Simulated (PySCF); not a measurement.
Compound: C₃H₄FN.
Numbering: `[F:1][CH2:2][C@H:3]1[CH:4]=[N:5]1` (hydrogens: H6, H7 on C2; H8 on C3; H9 on C4)

Theory: TDDFT PBE0/def2-SVPD, vertical, gas phase, core orbitals frozen in the response in PySCF 2.14.0, density-fitted response routines. Geometry: GFN2-xTB, one conformer, isolated molecule. Torsions of this conformer, `[F:1][CH2:2][C@H:3]1[CH:4]=[N:5]1`: F1–C2–C3–C4 81°.

Each state is given a Gaussian of 0.25 eV full width at half maximum, with ε(max) = 2.175×10⁸ f / Δν̃ (Δν̃ the width in cm⁻¹). The cross-section is σ = 3.8235×10⁻²¹ ε cm², given in Mb (10⁻¹⁸ cm²). The width is an assumption, not a result. The curve ends short of the highest state used, and states not computed would add to its high-energy end.

λ (nm), σ (Mb) and a bar:
```
    162.0       0.82 ##
    163.9       0.21 #
    165.7       0.16 
    167.6       0.09 
    169.5       0.03 
    171.4       0.01 
    173.3       0.00 
    175.1       0.02 
    177.0       0.19 #
    178.9       1.07 ###
    180.8       3.65 ###########
    182.7       7.68 ######################
    184.6      10.29 ##############################
    186.4       9.16 ###########################
    188.3       5.49 ################
    190.2       2.25 #######
    192.1       0.65 ##
    194.0       0.13 
    195.8       0.02 
    197.7       0.00 
    199.6       0.00 
    201.5       0.00 
    203.4       0.00 
    205.2       0.00 
    207.1       0.00 
    209.0       0.00 
    210.9       0.00 
    212.8       0.00 
    214.6       0.00 
    216.5       0.00 
    218.4       0.00 
    220.3       0.00 
    222.2       0.00 
    224.0       0.00 
    225.9       0.00 
    227.8       0.00 
    229.7       0.00 
    231.6       0.00 
    233.5       0.01 
    235.3       0.02 
    237.2       0.05 
    239.1       0.09 
    241.0       0.13 
    242.9       0.18 #
    244.7       0.20 #
    246.6       0.20 #
    248.5       0.18 #
    250.4       0.14 
    252.3       0.10 
    254.1       0.06 
    256.0       0.03 
    257.9       0.02 
    259.8       0.01 
    261.7       0.00 
    263.5       0.00 
    265.4       0.00
```

Question: Where are the band maxima, and which computed states make them?

Answer: 246 nm (5.05 eV), ε about 54, made up of S1 (100%); 185 nm (6.70 eV), ε about 2700, made up of S2 (100%) (ε in L mol⁻¹ cm⁻¹; maxima over ε = 5, shares over 10%). At its high-energy end, 7.65 eV, the curve is still rising (ε about 200, from S4). The states used: S1 5.05 eV (f 0.0005); S2 6.70 eV (f 0.025); S3 7.52 eV (f 0.0004); S4 7.94 eV (f 0.071); S5 8.05 eV (f 0.0044); S6 8.25 eV (f 0.031).

Question: What would ε be at 6.70 eV, the highest of these maxima, with half the width (0.125 eV)?

Answer: About 5400 L mol⁻¹ cm⁻¹ against 2710, a factor of about 1.99; a lone state at its own centre would give exactly 2.

Question: Does any computed singlet lie in the visible range?

Answer: No computed singlet lies in the visible range (380 to 750 nm); the lowest, at 246 nm, stands 1.78 eV above its violet end (3.26 eV).

Question: Coming from long wavelengths, where does ε first pass 100 L mol⁻¹ cm⁻¹?

Answer: At about 193 nm (6.43 eV), 1.39 eV above S1.
